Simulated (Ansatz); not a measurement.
# InH2⁺, triplet: stretch scan

Starting geometry (PBE0/def2-TZVP stationary point for this spin, not checked as a minimum):

```xyz
3

In    0.0000    0.0000   -0.0276
H     0.0000    1.1433    1.5722
H     0.0000   -1.1433    1.5722
```

From there H2 moves along the line of the two atoms named below, all else staying in place; atoms are numbered as listed. Energies are in kJ/mol, counted from the starting geometry at the same level.

Basis def2-TZVPP with its core potentials; Ansatz 0.2.0. Correlated methods freeze the noble-gas cores and the filled d shells of p-block atoms. R marks a restricted (for open shells ROHF) determinant. No spin–orbit coupling is included; scalar relativity enters through the core potentials alone.

Full CI is exact within this basis and frozen core; it isn't the basis-set limit.

| distance In1-H2 (Å) | RHF |
| --- | --- |
| 1.553 | 27.9 |
| 1.735 | -1.0 |
| 1.966 | 0.0 |
| 2.173 | -6.3 |
| 2.436 | -12.9 |
| 2.692 | -16.2 |
| 3.096 | -17.7 |
| 3.615 | -17.0 |
| 4.288 | -16.0 |
| 5.216 | -15.4 |
| 6.578 | -15.1 |

Task: Estimate the full CI curve in def2-TZVPP from this one, knowing how RHF errs.

Result: The computed full CI values, in kJ/mol from the starting point, and the error of RHF against them:
```json
{"distance In1-H2 (Å)": "1.553", "full CI": "55.7", "RHF less full CI": "-27.7"}
{"distance In1-H2 (Å)": "1.735", "full CI": "12.2", "RHF less full CI": "-13.2"}
{"distance In1-H2 (Å)": "1.966", "full CI": "0.0", "RHF less full CI": "0.0"}
{"distance In1-H2 (Å)": "2.173", "full CI": "2.1", "RHF less full CI": "-8.4"}
{"distance In1-H2 (Å)": "2.436", "full CI": "6.1", "RHF less full CI": "-19.0"}
{"distance In1-H2 (Å)": "2.692", "full CI": "8.7", "RHF less full CI": "-25.0"}
{"distance In1-H2 (Å)": "3.096", "full CI": "11.6", "RHF less full CI": "-29.3"}
{"distance In1-H2 (Å)": "3.615", "full CI": "14.3", "RHF less full CI": "-31.3"}
{"distance In1-H2 (Å)": "4.288", "full CI": "16.1", "RHF less full CI": "-32.1"}
{"distance In1-H2 (Å)": "5.216", "full CI": "16.9", "RHF less full CI": "-32.3"}
{"distance In1-H2 (Å)": "6.578", "full CI": "17.3", "RHF less full CI": "-32.4"}
```

The error spans 32.4 kJ/mol and is largest, -32.4 kJ/mol, at 6.578 Å.
